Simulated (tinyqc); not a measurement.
Starting guesses with DIIS over 6 matrices: SCF starting guesses in the sto-3g basis, for LiH, spin multiplicity 3. Computed by the program tinyqc with PySCF. Command: `OMP_NUM_THREADS=1 python tinyqc.py 110195 110196 out.jsonl`; one thread of a shared host (Intel(R) Xeon(R) Processor @ 2.60GHz), about 0.6 s.

Geometry (angstrom):
```
atom,x,y,z
Li,0.0000,0.0000,0.0000
H,0.0000,0.0000,2.4700
```

lowest solution found by these runs and by PySCF with stability checks = -7.777762 hartree

UHF with one setting changed at a time; a run stops when the energy changes by less than 1e-09 hartree and the error matrix is below 1e-5. Starts: the lowest orbitals of the core Hamiltonian, of the Wolfsberg-Helmholz matrix (K = 1.75), projected atomic densities, random orbitals, and the highest orbitals of the core Hamiltonian (a deliberately bad start).

Largest element of the error matrix X^T (FDS - SDF) X:
```
iteration,core,Wolfsberg-Helmholz,atomic densities,random,highest core orbitals
1,2.1e-01,1.7e-01,5.1e-02,5.6e-01,7.2e-02
2,8.2e-02,6.1e-02,1.2e-01,9.3e-02,1.2e-01
3,7.0e-03,6.3e-03,7.2e-02,3.5e-02,1.0e-01
4,3.1e-03,4.2e-04,6.3e-03,1.7e-02,2.2e-02
5,1.1e-03,3.2e-05,1.7e-03,7.6e-03,1.7e-02
6,1.4e-05,9.6e-07,3.2e-04,3.0e-03,8.7e-03
8,1.9e-08,-,1.0e-06,1.1e-04,1.6e-03
10,-,-,-,2.0e-06,8.0e-08
```

How each run ends:
```
run,iterations,E (hartree),state
core,8,-7.777762,lowest found
Wolfsberg-Helmholz,7,-7.707893,higher
atomic densities,8,-7.777762,lowest found
random,11,-7.777762,lowest found
highest core orbitals,10,-7.707893,higher
```

3 of 5 runs reach the lowest solution found, in 8 to 11 iterations (fastest: core, atomic densities). Ending on a higher stationary point: Wolfsberg-Helmholz, highest core orbitals; a small error matrix cannot reveal that, and an occupation fixed by the start is kept by symmetry or by the shape of the basin. The first errors are 2e-01, 2e-01, 5e-02, 6e-01, 7e-02.
